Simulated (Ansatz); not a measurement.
Crystal: Tl$_{2}$O$_{5}$, cubic X2O5 type, 14 atoms in the cell.

Space group Pn-3m, simple cubic cell, positions in fractions of the edge: Tl (0 0 0), (0.5 0.5 0), (0.5 0 0.5), (0 0.5 0.5); O (0.5 0 0), (0 0.5 0), (0 0 0.5), (0.5 0.5 0.5), (0.75 0.75 0.25), (0.75 0.25 0.75), (0.25 0.75 0.75), (0.75 0.25 0.25), (0.25 0.75 0.25), (0.25 0.25 0.75).

These are results of PBE, plane waves, PAW datasets (generated soft set 1) (Ansatz 0.2.0 development build), not measurements.

Cutoff 420 eV; k-mesh 20×20×20 Γ-centred; Fermi–Dirac smearing of 0.0612 eV; no spin polarisation; no spin–orbit coupling.

The fit to the energies gives V₀ = 12.268 Å³/atom (a₀ = 5.559 Å), B₀ = 112 GPa, B₀′ = 5.12.

(1) What pressure does the program print at V = 11.797 Å³/atom, and how far above the lowest computed point (V = 12.288 Å³/atom) does the energy lie?

Results:

(1) 4.83 GPa and 6.82 meV/atom. All points:

```tsv
V (Å³/atom)	a (Å)	E − E(min) (meV/atom)	P (GPa)
11.551	5.4482	16.49	7.84
11.797	5.4865	6.82	4.83
12.043	5.5244	1.48	2.17
12.288	5.5617	0.00	-0.19
12.534	5.5985	1.92	-2.27
12.780	5.6349	6.85	-4.12
13.026	5.6708	14.43	-5.74
```

The published all-electron PBE values for this crystal (mean of FLEUR and WIEN2k, k-spacing 0.06 Å⁻¹; Bosoni et al., Nat. Rev. Phys. 6, 45 (2024)) are V₀ = 12.284 Å³/atom, B₀ = 111.4 GPa, B₀′ = 5.12.

The stress includes the program's correction for the finite plane-wave basis.

This cubic structure is a model: it isn't the usual form of the substance at ambient conditions, and such phases are metastable or hypothetical. Spin polarisation is left out, and a magnetic state may lie lower. Spin–orbit coupling is left out, which matters for 6p elements such as Tl, Pb and Bi.
